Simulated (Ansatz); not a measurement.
Cost and result for the atomization energy of `CCC(F)Cl` (11 atoms, 10 bonds).

```xyz
11

C     0.462    1.183    0.429
C    -0.100    0.177   -0.562
C    -0.279   -1.183    0.057
F    -1.166   -1.121    1.091
Cl   -0.888   -2.357   -1.135
H    -0.202    1.306    1.286
H     1.441    0.869    0.803
H     0.586    2.157   -0.046
H     0.564    0.066   -1.423
H    -1.071    0.503   -0.945
H     0.653   -1.600    0.445
```

Total charge 0; spin multiplicity 1. The geometry is a stationary point of PBE0-D4/def2-TZVP. It is one conformer, not always the lowest. Program: Ansatz. All runs use 4 threads of an Arm Neoverse N1 on a shared host. Times are those of one run each, without the atoms' runs, and a repeat can differ threefold. Electronic energies, without spin–orbit coupling; frozen cores. CCSD(T)/CBS adds CCSD(T) − MP2 in def2-TZVPP to the MP2 limit, and its time is that of the two runs behind it. T1 = 0.010. B3LYP takes the VWN-RPA correlation (the form of Gaussian; ORCA's B3LYP/G). HSE06 is the plane-wave form, built on full-range PBE exchange.

CCSD(T)/CBS is a level of theory with its own doubt, some kJ/mol a heavy atom from the limit and from the frozen cores, so smaller differences don't rank the functionals.

| level | functions | wall time | atomization (kJ/mol) | difference from CCSD(T)/CBS | per bond |
| --- | --- | --- | --- | --- | --- |
| LDA (SPW92)/def2-TZVPP | 250 | 1.9 s | 4807.5 | 636.2 | 63.6 |
| revPBE-D4/def2-TZVPP | 250 | 3.1 s | 4169.5 | -1.8 | -0.2 |
| BLYP-D4/def2-TZVPP | 250 | 3.1 s | 4153.3 | -18.0 | -1.8 |
| BHLYP-D4/def2-TZVPP | 250 | 4.5 s | 4044.6 | -126.7 | -12.7 |
| PBE0-D4/def2-TZVPP | 250 | 4.7 s | 4202.9 | 31.6 | 3.2 |
| HSE06-D4/def2-TZVPP | 250 | 5 s | 4206.1 | 34.8 | 3.5 |
| B3LYP-D4/def2-TZVPP (with forces) | 250 | 7 s | 4162.3 | -9.0 | -0.9 |
| CCSD(T)/def2-SVP | 104 | 8 s | 3988.5 | -182.8 | -18.3 |
| B2PLYP/def2-TZVPP | 250 | 8.5 s | 4126.2 | -45.1 | -4.5 |
| B97M-V/def2-TZVPP | 250 | 15 s | 4181.2 | 9.9 | 1.0 |
| MP2/def2-QZVPP | 478 | 36 s | 4203.3 | 32.0 | 3.2 |
| CCSD(T)/def2-TZVPP | 250 | 4.4 min | 4073.3 | -98.0 | -9.8 |
| CCSD(T)/CBS(def2) | – | 5 min | 4171.3 | 0.0 | 0.0 |

At CCSD(T), def2-SVP lies −182.7 kJ/mol from the extrapolated value and def2-TZVPP −97.9 kJ/mol: correlation converges slowly with the basis, and small sets miss more of it in the bonded molecule than in its fragments. From r2SCAN to r2SCAN0 (25 % exact exchange), in def2-TZVPP and without D4, the atomization energy moves by −58.3 kJ/mol: exact exchange takes away binding that semilocal exchange gives to molecules. Leaving LDA and LC-ωPBE aside and taking each functional with its dispersion term where it has one, the values, not all of them listed here, spread over 230.5 kJ/mol, from BHLYP-D4 to PBE-D4. LDA lies +551.9 kJ/mol from PBE without D4, its usual overbinding.
